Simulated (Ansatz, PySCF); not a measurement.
Molecule: AlCl3, net charge 0, singlet state. SMILES: [Cl][Al]([Cl])[Cl]
Coordinates optimised at B3LYP-D3(BJ)/def2-TZVP (Ansatz, an electronic-structure program):
```
Al
Cl 1 2.0764
Cl 1 2.0764 2 120.00
Cl 1 2.0764 2 120.00 3 -180.00
```

Wanted: vertical triplet-singlet gap, E(triplet) - E(singlet), in eV. Conventions: non-relativistic; UHF or UKS for open shells; each state is the SCF solution reached for its charge and spin; 6-311+G** with 5d, 6d on Na to Ar in Ansatz; six Cartesian d functions in 6-31G* and its kin unless marked 5d; valence correlation only; spin-orbit terms left out; dispersion terms only where a functional's name holds one. Ab initio and DFT rows: single points at B3LYP-D3(BJ) geometries (Ansatz). Levels can end on unlike triplets.

```
level               program  vertical triplet-singlet gap, E(triplet) - E(singlet) (eV)
------------------  -------  ----------------------------------------------------------
HF/6-311+G**         Ansatz                                                        6.92
PBE/6-311+G**        Ansatz                                                        5.52
B3LYP/STO-3G         Ansatz                                                        7.05
B3LYP/6-31G*         Ansatz                                                        6.12
B3LYP/6-311+G**      Ansatz                                                        6.02
M06-2X/6-31G* (5d)    PySCF                                                        6.69
MP2/6-311+G**        Ansatz                                                        7.34
wB97M-V/def2-TZVPD   Ansatz                                                        6.91
```

No value to compare with is used here. The 7 habitual levels span 5.52 (PBE/6-311+G**) to 7.34 eV (MP2/6-311+G**); wB97M-V/def2-TZVPD gives 6.91.

The levels are drawn from those run, B3LYP/6-31G* more often than the rest, none by its result; left out are runs that failed, that the program found above a lower state of the same kind, or whose <S^2> lies over 0.5 above the pure value.
